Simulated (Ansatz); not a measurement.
Basis-set extrapolation for C4H4O2, SMILES `C=C1OCC1=O` (PBE0-D4/def2-TZVP geometry, frozen core, the Gaussian-basis code of Ansatz). Multiplicity 1, RHF reference.

```json
{"": "HF", "def2-TZVPP": "-303.579136", "def2-QZVPP": "-303.592293"}
{"": "MP2 correlation", "def2-TZVPP": "-1.083747", "def2-QZVPP": "-1.160812"}
{"": "CCSD(T) correlation", "def2-TZVPP": "-1.156320", "def2-QZVPP": "not run"}
```

Energies in hartree. Use E(X) = E(∞) + A·exp(−7.88·√X) for Hartree–Fock and E(X) = E(∞) + B·X^(−2.97) for correlation, with X = 3 and 4, and add CCSD(T) minus MP2 of the smaller set to the MP2 limit.

Question: What is the CCSD(T) energy at the basis-set limit?

Answer: HF limit: -303.592293 + (-0.013157) × 0.13774 = -303.59411. MP2 limit: -1.160812 + (-0.077065) × 0.74074 = -1.21790. Higher-order term: -1.156320 − (-1.083747) = -0.07257. Total: -304.88458 hartree, 391.5 kJ/mol below CCSD(T)/def2-TZVPP.
